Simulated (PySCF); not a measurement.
## Towards the basis-set limit for SiP

State: ²Π, doublet, unpaired electrons π ↑. De refers to Si + P. ROHF-based CCSD(T) in PySCF 2.14 with Si cc-pV(T+d)Z, P cc-pV(T+d)Z and Si cc-pV(Q+d)Z, P cc-pV(Q+d)Z (frozen core orbitals: 10; no relativity). Correlation energies are extrapolated as n⁻³ (n = 3, 4), Hartree–Fock as (n+1)·exp(−9√n). CV is the change on freezing 2 orbitals instead, in Si cc-pwCVTZ, P cc-pwCVTZ. SR is the spin-free X2C energy in Si cc-pVTZ-DK, P cc-pVTZ-DK less the non-relativistic one in Si cc-pVTZ, P cc-pVTZ.

| Level | Re (Å) | ωe (cm⁻¹) | ωexe (cm⁻¹) | αe (cm⁻¹) | De (eV) |
| --- | --- | --- | --- | --- | --- |
| CCSD(T)/TZ | 2.0900 | 611.6 | 2.44 | 0.00139 | 3.390 |
| CCSD(T)/QZ | 2.0814 | 618.8 | 2.43 | 0.00139 | 3.599 |
| HF/CBS | 2.0433 | 691.1 | 2.02 | 0.00118 | 1.546 |
| MP2/CBS | 2.0719 | 636.7 | 2.04 | 0.00128 | 3.686 |
| CCSD/CBS | 2.0623 | 650.0 | 2.26 | 0.00130 | 3.475 |
| CCSD(T)/CBS | 2.0759 | 625.1 | 2.41 | 0.00139 | 3.738 |
| CCSD(T)/CBS+CV | 2.0703 | 627.4 | 2.41 | 0.00139 | 3.757 |
| CCSD(T)/CBS+CV+SR | 2.0700 | 626.3 | 2.41 | 0.00140 | 3.748 |

How much is left between CCSD(T)/QZ and the basis-set limit, and how much do the triples give at the limit?

CCSD(T)/CBS less CCSD(T)/QZ: -5.5 mÅ in Re, +6.3 cm⁻¹ in ωe and +0.139 eV in De. CCSD(T)/CBS less CCSD/CBS: +13.6 mÅ in Re, -24.9 cm⁻¹ in ωe and +0.263 eV in De.

What do the later terms add?

CV: -5.6 mÅ in Re, +2.3 cm⁻¹ in ωe and +0.019 eV in De; SR: -0.3 mÅ in Re, -1.1 cm⁻¹ in ωe and -0.009 eV in De, each against the row above.

The T1 diagnostic is 0.025. The state was picked by a PBE0 search and need not be the measured ground state. Spin–orbit coupling, excitations beyond (T) and corrections to the Born–Oppenheimer picture are left out.

The whole job (state search and all basis sets along the bond) took about 26 min on 4 threads of Intel Xeon 6975P-C (shared host), peak memory 11 GiB.
